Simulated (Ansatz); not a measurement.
Total energies of C$_{3}$H$_{5}$FO$_{2}$, SMILES `O/C=C(/O)CF`.

```xyz
11

O     1.6558   -0.9673   -0.8617
C     1.2119   -0.2185    0.1789
C    -0.0171    0.2454    0.3979
O    -0.3614    0.9977    1.4929
C    -1.2311    0.0641   -0.4487
F    -0.9572   -0.6812   -1.5867
H     0.9200   -1.1263   -1.4634
H     2.0049   -0.0053    0.8898
H     0.4081    1.1115    2.0575
H    -2.0141   -0.4560    0.1129
H    -1.6199    1.0361   -0.7692
```

Total charge 0; spin multiplicity 1. The geometry is a stationary point of PBE0-D4/def2-TZVP. It is one conformer, not always the lowest. Basis def2-TZVPP, Ansatz 0.2.0.

RPA on PBE orbitals: Hartree–Fock energy of these orbitals -365.72355 Eh, correlation -1.87793 Eh (frozen core).

| functional | energy without D4 (Eh) | D4 term (kJ/mol) |
| --- | --- | --- |
| PBE0 | -367.34199 | -15.6 |
| HSE06 (plane-wave form) | -367.32487 | -14.3 |

Task: Give the same for LDA (SPW92), PBE, revPBE, BLYP, r2SCAN, B97M-V, B3LYP, r2SCANh, r2SCAN0, BHLYP, CAM-B3LYP, LC-ωPBE, ωB97X-V, ωB97M-V, B2PLYP, PBE-QIDH. (An estimate is asked.)

Result: The calculation gave: 
| functional | energy without D4 (Eh) | D4 term (kJ/mol) |
| --- | --- | --- |
| LDA (SPW92) | -364.95791 | – |
| PBE | -367.33488 | -18.7 |
| revPBE | -367.61979 | -66.0 |
| BLYP | -367.65501 | -42.1 |
| r2SCAN | -367.55196 | -4.8 |
| B97M-V | -367.65450 | – |
| B3LYP | -367.74055 | -29.7 |
| r2SCANh | -367.53102 | -4.9 |
| r2SCAN0 | -367.50115 | -5.4 |
| BHLYP | -367.55023 | -20.1 |
| CAM-B3LYP | -367.60481 | -15.4 |
| LC-ωPBE | -367.51676 | – |
| ωB97X-V | -367.61705 | – |
| ωB97M-V | -367.61759 | – |
| B2PLYP | -367.48124 | – |
| PBE-QIDH | -367.28807 | – |

B3LYP takes the VWN-RPA correlation (the form of Gaussian; ORCA's B3LYP/G). HSE06 is the plane-wave form, built on full-range PBE exchange. The double hybrids freeze the cores in their second-order part.

LC-ωPBE has ω = 0.4 bohr⁻¹.
